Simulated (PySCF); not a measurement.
HS, SMILES [SH] (connectivity only; charge and spin as stated), charge -1, multiplicity 1. Heavy atoms are numbered as in [SH:1]. Hydrogens are named by the atom that carries them.

Geometry optimised at B3LYP-D3(BJ)/def2-TZVPD. The multiplicity is an assumed one; other spin states were not compared.

Method: PBE/pcSseg-2 run with PySCF.

GIAO shieldings, no solvent; atoms alike by connectivity are averaged. δ = σ(ref) − σ: ³³S against H2S (σ = 705.0 ppm); ¹H against TMS (σ = 31.47 ppm), references at their B3LYP-D3(BJ)/def2-TZVP geometries, non-relativistic.

```tsv
nucleus	atoms	count	δ (ppm)
³³S	S1 (SH)	1	-171.8
¹H	H on S1	1	-4.35
```
